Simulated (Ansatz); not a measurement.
Mulliken charges of C₂H₅NOS (`C/N=C(/O)S`) from r2SCAN/def2-TZVPP in Ansatz (PBE0-D4/def2-TZVP geometry).

```tsv
atom	x (Å)	y (Å)	z (Å)	charge (e)
C1	0.583	0.310	1.181	-0.039
N2	-0.119	-0.680	0.414	-0.310
C3	-0.476	-0.467	-0.770	0.252
O4	-1.133	-1.402	-1.476	-0.294
S5	-0.266	0.954	-1.798	-0.114
H6	1.551	0.571	0.731	0.057
H7	0.781	-0.082	2.179	0.058
H8	0.000	1.233	1.299	0.056
H9	-1.228	-2.159	-0.880	0.226
H10	0.389	1.673	-0.875	0.107
```

Q: By hand: the dipole of these point charges (1 e Å = 4.8032 D).

A: Σ q r = (0.155, 0.172, 0.219) e Å, of length 0.319 e Å = 1.53 D.

Q: How does the dipole of the full density compare? (Estimate.)

A: Ansatz gave: (0.132, 0.115, 0.222) e Å, 1.36 D; the point charges give 1.12 times that, at 10° from its direction.

Point charges leave out the atoms' own dipoles, such as those of lone pairs, and Mulliken's split depends on the basis, so the close match here is no proof of good charges.
